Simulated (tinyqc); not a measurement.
Starting guesses with plain Roothaan steps: SCF starting guesses in the sto-6g basis, for H2O, spin multiplicity 1. Computed by the program tinyqc with PySCF. RHF with one setting changed at a time; a run stops when the energy changes by less than 1e-09 hartree and the error matrix is below 1e-5. Starts: the lowest orbitals of the core Hamiltonian, of the Wolfsberg-Helmholz matrix (K = 1.75), projected atomic densities, random orbitals, and the highest orbitals of the core Hamiltonian (a deliberately bad start).

Geometry (angstrom):
```
atom       x        y       z
O     0.0000   0.0000  0.0000
H     0.0000   0.9400  0.8070
H     0.0000  -0.9350  0.8030
```

lowest restricted solution found by these runs and by PySCF = -75.593131 hartree

Largest element of the error matrix X^T (FDS - SDF) X:
```
iteration     core  Wolfsberg-Helmholz  atomic densities   random  highest core orbitals
1          4.3e-01             4.9e-01           7.4e-01  1.1e+01                4.0e-01
2          4.2e-01             1.3e-01           2.1e-01  5.1e-01                4.9e-01
3          1.8e-01             3.8e-02           6.0e-02  2.2e-01                3.7e-01
4          5.9e-02             1.5e-02           2.2e-02  7.6e-02                1.5e-01
5          2.4e-02             5.4e-03           6.2e-03  2.1e-02                4.7e-02
6          8.4e-03             2.4e-03           2.4e-03  1.1e-02                1.9e-02
8          1.5e-03             4.7e-04           2.9e-04  4.2e-03                2.9e-03
10         3.4e-04             1.1e-04           4.3e-05  1.5e-03                5.5e-04
14         2.5e-05             8.8e-06                 -  2.1e-04                3.5e-05
20               -                   -                 -  1.1e-05                      -
```

How each run ends:
```
run                    iterations  E (hartree)         state
core                           16    -75.59313  lowest found
Wolfsberg-Helmholz             15    -75.59313  lowest found
atomic densities               12    -75.59313  lowest found
random                         21    -75.59313  lowest found
highest core orbitals          17    -75.59313  lowest found
```

What does the comparison show, and why?

5 of 5 runs reach the lowest restricted solution found, in 12 to 21 iterations (fastest: atomic densities). The first errors are 4e-01, 5e-01, 7e-01, 1e+01, 4e-01; the deliberately bad start has the smallest one, so a small first error does not mark a good start.
